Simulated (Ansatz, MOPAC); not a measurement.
Barrier height from H + CH3F (SMILES CF) to the transition structure CH4F, without zero-point energy, on the benchmark's geometries as Psi4's copy of the set gives them.
Transition structure (charge 0, multiplicity 2):
| atom | x (Å) | y (Å) | z (Å) |
|---|---|---|---|
| H | -0.0398 | 0.0000 | 0.0441 |
| F | -0.0493 | 0.0000 | 1.2826 |
| C | -0.0615 | 0.0000 | 2.9512 |
| H | 0.9905 | 0.0000 | 3.1943 |
| H | -0.5901 | 0.9124 | 3.1835 |
| H | -0.5901 | -0.9124 | 3.1835 |

Open shells are unrestricted; no spin–orbit coupling.

Correlated levels freeze the cores. The state that AM1 reach isn't checked.

Programs: Ansatz (Gaussian basis) for Hartree–Fock, density functionals and correlated methods; MOPAC for AM1 (differences of heats of formation). 

Problem. One of these levels gives 1.285 eV for the barrier height. Name it.
A) MP2/aug-cc-pVDZ
B) BHLYP/def2-TZVPPD
C) AM1

Solution. B, BHLYP/def2-TZVPPD. The others give 1.168 (AM1), 1.486 (MP2/aug-cc-pVDZ)

Ansatz is an electronic-structure program.
